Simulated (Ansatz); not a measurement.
**H3PO2 (SMILES O=[PH2]O): the energy, rung by rung**

H3PO2 has 6 atoms, charge 0, and is taken as a singlet. As SMILES, `O=[PH2]O`. Geometry: relaxed at GFN2-xTB. This is one conformer, not always the lowest.

| atom | x (Å) | y (Å) | z (Å) |
| --- | --- | --- | --- |
| O | -0.2881 | -1.5169 | -0.9086 |
| P | -0.1619 | -0.1801 | -0.3715 |
| O | 0.5355 | -0.1851 | 1.0669 |
| H | -1.3513 | 0.5063 | -0.1566 |
| H | 0.6162 | 0.7035 | -1.1105 |
| H | 0.6496 | 0.6723 | 1.4802 |

Quantity: the energy change with the O3–H6 bond stretched from 0.959 to 1.917 Å, in eV. The values are calculated.

| level | kind | program | value (eV) | less FCI/STO-3G | CPU time (all runs) |
| --- | --- | --- | --- | --- | --- |
| HF/STO-3G (restricted) | Hartree–Fock | Ansatz | 7.19 | +3.57 | 0.28 s |
| PBE/STO-3G (restricted) | GGA | Ansatz | 4.06 | +0.44 | 2.9 s |
| r2SCAN/STO-3G (restricted) | meta-GGA | Ansatz | 4.52 | +0.90 | 6.3 s |
| B3LYP/STO-3G (restricted) | global hybrid | Ansatz | 4.67 | +1.05 | 2.9 s |
| CAM-B3LYP/STO-3G (restricted) | range-separated hybrid | Ansatz | 5.21 | +1.59 | 3.2 s |
| B2PLYP/STO-3G (restricted) | double hybrid | Ansatz | 4.78 | +1.16 | 3.8 s |
| MP2/STO-3G (restricted) | perturbation theory | Ansatz | 4.87 | +1.25 | 0.37 s |
| CCSDTQ/STO-3G (restricted) | coupled cluster or CI | Ansatz | 3.62 | 0.00 | 36 s |
| FCI/STO-3G | exact in the basis | Ansatz | 3.62 | 0.00 | 2.3 min |

FCI/STO-3G is exact within its basis and frozen core, so for wave-function methods in that basis the difference is their error; functionals converge differently with the basis, so for them it is only a difference. A spin-restricted reference rises too steeply as a bond breaks; here HF/STO-3G, PBE/STO-3G, r2SCAN/STO-3G, B3LYP/STO-3G, CAM-B3LYP/STO-3G, B2PLYP/STO-3G, MP2/STO-3G lie well above the multireference or unrestricted value. The first shape isn't each level's own minimum. The values span 3.62 to 7.19 eV. All rows use very small basis sets, so none should be taken for the real molecule's value. Times are those of the runs behind each value, whatever else they computed, on shared processors of several kinds: orders of magnitude only.
